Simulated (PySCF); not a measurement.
How the method changes the constants of NaMg⁺

State: ¹Σ⁺ (singlet), closed shell. Set-up: PySCF, no relativity, basis sets Na cc-pVDZ, Mg cc-pVDZ. De refers to Na⁺ + Mg in their ground configurations, without counterpoise correction. A positive dipole points towards Mg; it is taken about the centre of mass and depends on that origin.

```tsv
Level	Re (Å)	ωe (cm⁻¹)	De (eV)	μ (D)
RHF-MP2	3.301	145	0.52	n/a
RHF-SCS-MP2	3.301	145	0.52	n/a
RHF-CCSD	3.296	147	0.51	n/a
RHF-CCSD(T)	3.295	147	0.51	n/a
LDA	3.143	155	0.67	-2.73
PBE	3.203	150	0.66	-2.74
PBEsol	3.205	149	0.64	-2.81
r²SCAN	3.260	145	0.57	-3.16
r²SCANh	3.255	146	0.57	-3.14
PBE0	3.209	152	0.63	-2.82
ωB97X	3.259	141	0.51	-3.34
```

The bond length runs from 3.143 Å (LDA) to 3.301 Å (RHF-SCS-MP2). De spans 0.51 eV (RHF-CCSD, coupled cluster) to 0.67 eV (LDA, local density).

Correlated steps freeze 2 core orbitals. Closed-shell solutions of metal pairs were not tested for spin polarisation, which can lower them a little. Correlated levels converge slowly with the basis: in double zeta they bind strong bonds too weakly, by up to about 1 eV, and carry superposition errors of some tenths. For an ion De counts to the pair picked by the measured ionisation energies or electron affinities, which need not be the lowest pair at this level.
